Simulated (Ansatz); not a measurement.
Two isomers of C2H6N2: A = `C1NCN1`, B = `C/N=N\C`.

Isolated molecules relaxed with PBE0-D4/def2-TZVP in Ansatz; ΔE leaves out vibrations. CCSD(T)/CBS adds triple-zeta CCSD(T) − MP2 to the extrapolated MP2 energy (def2 sets, frozen cores). This one scheme is used for every species. DFT in def2-TZVPP. B3LYP here is the variant with VWN-RPA as its local correlation; programs differ in this.

Q: Which isomer does CCSD(T)/CBS put lower? Give the gap. (Best estimate.)

A: Ansatz gave: A, by 7.2 kcal/mol.

Q: Give E(B) − E(A) in kcal/mol with CCSD(T)/def2-TZVPP, MP2/def2-TZVPP, CCSD(T)/def2-SVP, HF/def2-TZVPP, r2SCAN-D4, B2PLYP, B3LYP. (Estimate.)

A: Computed: CCSD(T)/def2-TZVPP 6.5, MP2/def2-TZVPP 9.4, CCSD(T)/def2-SVP 5.2, HF/def2-TZVPP 9.7, r2SCAN-D4 5.6, B2PLYP 5.5, B3LYP 4.3. None reverses the order clearly.

Q: Does the order hold for the free energy at 298.15 K (harmonic terms from PBE0-D4)? (An estimate is asked.)

A: The calculation gave: Yes: G(B) − G(A) = +3.1 kcal/mol.

Largest T1 diagnostic: 0.012.

From BLYP to BHLYP (50 % exact exchange), in def2-TZVPP and without D4, E(B) − E(A) moves by +9.0 kcal/mol. Leaving LDA and LC-ωPBE aside and taking each functional with its dispersion term where it has one, the values, not all of them listed here, spread over 12.1 kcal/mol, from BLYP-D4 to PBE-QIDH. LDA lies +5.9 kcal/mol from PBE without D4.
